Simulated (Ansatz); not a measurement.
A structure relaxed at PBE0-D4/def2-TZVP, charge 0, multiplicity 2:

```xyz
7

N    -0.865    0.143   -0.619
Si    0.646   -0.195    0.139
S     0.403    0.439    2.150
H    -1.127    1.103   -0.784
H    -1.672   -0.410   -0.372
H     1.707    0.570   -0.559
H     0.908   -1.651    0.044
```

**Question.** Give its formula and SMILES.

**Answer.** H4NSSi, `N[SiH2][S]`.

**Question.** Point group (tolerance 0.08 Å, 0.16 Å for H)?

**Answer.** Cs.

**Question.** Summarise the bond lengths by kind.

**Answer.** 1 × N–Si 1.724 Å; 2 × H–N 1.009 Å; 1 × S–Si 2.122 Å; 2 × H–Si 1.483 Å.

Results of the Gaussian-basis code of Ansatz.
